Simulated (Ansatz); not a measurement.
**C3H5FN2: basis-set convergence**

One table from this session's results is given with a row withheld; the runs are named, their logs left out.

The runs use Ansatz 0.2.0, Gaussian basis; one geometry, several basis sets.

Levels to be run: PBE0-D4/def2-SVP; ωB97M-V/def2-SVP; PBE0-D4/def2-QZVPP; ωB97M-V/def2-QZVPP; the functionals' def2-TZVPP values are taken from earlier runs.

## The relaxed structure

An earlier PBE0-D4 in a triple-zeta def2 set relaxation fixed the geometry.

SMILES `CN(C#N)CF`, 11 atoms, charge 0, spin multiplicity 1.

Atoms are counted from 1 here; the program's logs count them from 0.

Bond lengths: C1–N2 1.458 Å, C1–H7 1.089 Å, C1–H8 1.093 Å, C1–H9 1.091 Å, N2–C3 1.333 Å, N2–C5 1.419 Å, C3–N4 1.155 Å, C5–F6 1.384 Å, C5–H10 1.092 Å, C5–H11 1.090 Å. Angles: N2–C1–H7 109.1°, N2–C1–H8 111.9°, N2–C1–H9 108.4°, H7–C1–H8 109.4°, H7–C1–H9 108.8°, H8–C1–H9 109.2°, C1–N2–C3 117.6°, C1–N2–C5 118.4°, C3–N2–C5 118.0°, N2–C3–N4 177.8°, N2–C5–F6 112.0°, N2–C5–H10 109.0°, N2–C5–H11 109.5°, F6–C5–H10 107.0°, F6–C5–H11 107.9°, H10–C5–H11 111.3°.

Geometry (Å):

```mol
C3H5FN2
  3D, bonds by distance, orders not assigned

 11 10  0  0  0  0  0  0  0  0999 V2000
    0.2313   -1.2182    0.4655 C   0  0
    0.0714   -0.0290   -0.3630 N   0  0
   -0.7749   -0.1010   -1.3911 C   0  0
   -1.4756   -0.1792   -2.3059 N   0  0
    0.2955    1.2410    0.2282 C   0  0
   -0.6725    1.5541    1.1658 F   0  0
    0.2789   -2.0961   -0.1767 H   0  0
   -0.5905   -1.3336    1.1764 H   0  0
    1.1708   -1.1322    1.0129 H   0  0
    1.2539    1.2262    0.7519 H   0  0
    0.2771    2.0109   -0.5435 H   0  0
  1  2  8  0
  2  3  8  0
  3  4  8  0
  2  5  8  0
  5  6  8  0
  1  7  8  0
  1  8  8  0
  1  9  8  0
  5 10  8  0
  5 11  8  0
M  END
```

The first run:

The input, in.yaml:

```yaml
crystal:
  periodic: [false, false, false]
  atoms:
    - {symbol: C, position_ang: [0.231250, -1.218196, 0.465451]}
    - {symbol: N, position_ang: [0.071361, -0.029027, -0.363016]}
    - {symbol: C, position_ang: [-0.774855, -0.100965, -1.391059]}
    - {symbol: N, position_ang: [-1.475650, -0.179188, -2.305930]}
    - {symbol: C, position_ang: [0.295514, 1.241027, 0.228189]}
    - {symbol: F, position_ang: [-0.672547, 1.554128, 1.165841]}
    - {symbol: H, position_ang: [0.278875, -2.096078, -0.176737]}
    - {symbol: H, position_ang: [-0.590511, -1.333612, 1.176436]}
    - {symbol: H, position_ang: [1.170780, -1.132155, 1.012910]}
    - {symbol: H, position_ang: [1.253872, 1.226185, 0.751892]}
    - {symbol: H, position_ang: [0.277112, 2.010882, -0.543476]}
basis:
  gaussian: {orbitals: def2-SVP}
hamiltonian: {xc: pbe0, dispersion: d4}
output: {orbitals: {seedname: orbitals}}
```

The run is started by

```console
> ansatz run in.yaml --threads 4 --pin off --events-out ev --progress --plain --max-ram 10444MiB
```

Steps of the session up to this table: PBE0-D4 in def2-SVP; ωB97M-V in def2-SVP; PBE0-D4 in def2-QZVPP; ωB97M-V in def2-QZVPP.

One table of the session follows, with a row left open; its other results are not shown here.

It belongs to the step «Functionals by basis». 

| functional | basis | HOMO (eV) | LUMO (eV) |
| --- | --- | --- | --- |
| PBE0-D4 | def2-SVP | -7.64 | 1.00 |
| PBE0-D4 | def2-TZVPP | -7.76 | 0.74 |
| PBE0-D4 | def2-QZVPP | -7.79 | 0.36 |
| ωB97M-V | def2-SVP | -9.87 | 3.13 |
| ωB97M-V | def2-TZVPP | ? | ? |
| ωB97M-V | def2-QZVPP | -10.05 | 1.51 |

**Question.** Estimate the row for ωB97M-V, def2-TZVPP.

**Answer.** HOMO (eV): -10.02; LUMO (eV): 2.34. In the column «HOMO (eV)» it lies between ωB97M-V, def2-QZVPP (-10.05) and ωB97M-V, def2-SVP (-9.87).
